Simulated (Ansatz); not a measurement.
```yaml
crystal:
  periodic: [false, false, false]
  atoms:
    - {symbol: F, position_ang: [-0.660040, 1.577932, 1.375245]}
    - {symbol: C, position_ang: [0.660319, 1.021571, 0.797215]}
    - {symbol: C, position_ang: [0.428385, -0.502943, 0.114796]}
    - {symbol: F, position_ang: [0.243152, -1.554380, 1.235357]}
    - {symbol: C, position_ang: [-0.900979, -0.557142, -0.922372]}
    - {symbol: F, position_ang: [-0.884104, -1.870339, -1.730282]}
    - {symbol: H, position_ang: [1.477093, 0.947509, 1.705849]}
    - {symbol: H, position_ang: [1.065571, 1.804374, -0.054927]}
    - {symbol: H, position_ang: [1.443206, -0.806644, -0.508176]}
    - {symbol: H, position_ang: [-0.858786, 0.381954, -1.709403]}
    - {symbol: H, position_ang: [-1.940570, -0.505732, -0.280342]}
basis:
  gaussian: {orbitals: def2-SVP}
hamiltonian: {xc: {name: HF}}
correlation: {active_space: {window: {electrons: 6, orbitals: 2}}}
output: {forces: true}
```

```sh
$ ansatz run in.yaml --threads 4 --pin off --events-out ev --progress --plain --max-ram 10444MiB
```

Output, abridged:

```
Functional definition: HF
1081 factors; integrals over basis functions are off by at most 1.0e-3 eV
mean field evaluation 1: about -11269.8431 eV, gradient 4.4e1 eV
mean field evaluation 2: about -11269.9657 eV, gradient 4.4e1 eV
mean field evaluation 4: about -11274.5516 eV, gradient 3.9e0 eV
mean field evaluation 8: about -11274.6301 eV, gradient 3.1e-1 eV
mean field -11274.63048605 eV, -414.3350281433 hartree, gradient 2.7e-6 eV, S^2 0.000000; 0 other end points of the search recorded, 0 dependent functions left out
reference -11274.63048605 eV, -414.3350281433 hartree; 25, 25 occupied and 84, 84 virtual orbitals, 1081 factors
Error: 6 electrons in 2 orbitals form no window around the highest filled level of the reference
```

In this input the active space doesn't fit the electrons. The run stopped with an error.
